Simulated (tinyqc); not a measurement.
Worked calculation: Pariser-Parr-Pople SCF with singles CI, for the molecule C=CC=C (SMILES; centres numbered as the heavy atoms are written). One step of it, computed by the program tinyqc.

Task: Singles CI, singlets. Over the 4 single excitations with the smallest orbital gaps: A = (e_a - e_i) delta + 2 (ia|jb) - (ij|ab), with (pq|rs) = sum c_mp c_mq gamma_mn c_nr c_ns. f = 2/3 w |mu|^2 in atomic units, mu = sqrt2 sum c_ia sum_m c_mi c_ma R_m.

orbital energies (eV): -11.373287  -8.841226  -1.758774  0.773287

coefficients:
```
,MO1,MO2,MO3,MO4
1C,0.396386,0.585558,0.585558,-0.396386
2C,0.585558,0.396386,-0.396386,0.585558
3C,0.585558,-0.396386,-0.396386,-0.585558
4C,0.396386,-0.585558,0.585558,0.396386
```

repulsion gamma_rs (eV), lower triangle:
```
,1C,2C,3C,4C
1C,10.000000
2C,5.069198,10.000000
3C,3.725794,5.071070,10.000000
4C,2.798938,3.725794,5.069198,10.000000
```

Centres (angstrom, eV; a flat drawing with bonds scaled to 1.40 angstrom):
```
centre,x,y,core charge z,W,gamma_rr
1C,-1.848000,-0.127000,1,10.300000,10.000000
2C,-0.559000,0.421000,1,10.300000,10.000000
3C,0.559000,-0.421000,1,10.300000,10.000000
4C,1.848000,0.127000,1,10.300000,10.000000
```

Give: singlet CI matrix; singlet excitation energies; oscillator strengths.

Result:

singlet CI matrix (eV), lower triangle:
```
,2>3,1>3,2>4,1>4
2>3,4.7277
1>3,0.0000,6.3247
2>4,0.0000,-0.6188,6.3247
1>4,-0.2531,0.0000,0.0000,8.5257
```

singlet excitation energies (eV): 4.7110  5.7058  6.9435  8.5425

oscillator strengths: 0.9867  0.0000  0.0000  0.2836
